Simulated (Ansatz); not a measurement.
Process, species as SMILES: S1CC1 + 3 [H][H] (H2) → 2 C (CH4) + S (H2S)

Property: energy of full hydrogenation (enthalpy at 298 K), in kcal/mol. Terms: 6-311+G** with 5d, 6d on Na to Ar in Ansatz (a first-principles code); 6-31G* and kin with 6d, 5d where marked; LANL2DZ with its own core potentials from Na on; frozen cores in correlated levels; non-relativistic; no spin-orbit coupling; no dispersion term unless named. CBS marks a two-point X^-3 extrapolation of the correlation energy; Hartree-Fock from the larger set. The bracket is a focal-point correction in the basis named. Ab initio and DFT rows: single points at B3LYP-D3(BJ) geometries (Ansatz), with unscaled harmonic terms from B3LYP/6-31G* at its own minima.

Measured values: Active Thermochemical Tables 1.112 (ions: stationary electron), as tabulated in the package chemicals; G2/97 table in ASE (Curtiss et al.); they hold spin-orbit and core effects, anharmonicity. 

Value to compare with, the measured value: -60.1 kcal/mol.

| level | program | energy of full hydrogenation (enthalpy at 298 K) (kcal/mol) | error |
|---|---|---|---|
| B3LYP/STO-3G | Ansatz | -59.9 | 0.2 |
| B3LYP/3-21G | Ansatz | -65.8 | -5.7 |
| B3LYP/LANL2DZ | Ansatz | -67.8 | -7.7 |
| B3LYP/6-31G | Ansatz | -64.1 | -4.0 |
| B3LYP/6-31G* | Ansatz | -59.9 | 0.2 |
| B3LYP/6-31+G* | Ansatz | -61.3 | -1.2 |
| B3LYP/6-31G** | Ansatz | -61.5 | -1.4 |
| B3LYP/def2-SVP | Ansatz | -65.5 | -5.4 |
| B3LYP/cc-pVDZ | Ansatz | -63.7 | -3.6 |
| B3LYP/6-311+G** | Ansatz | -63.4 | -3.3 |
| B3LYP/def2-TZVPD | Ansatz | -62.2 | -2.1 |
| RI-MP2/CBS(cc-pV(T+d)Z,cc-pV(Q+d)Z)+[CCSD(T)-MP2]/cc-pV(T+d)Z | Ansatz | -59.2 | 0.9 |

Among the 10 habitual levels, B3LYP/LANL2DZ lies farthest from the measured value (-7.7 kcal/mol); 2 of 10 lie above it, and their mean absolute error is 3.3 kcal/mol, the median 3.5. One case shows no general order.

The sets are all those run for this method; runs whose electronic state is in doubt are left out.
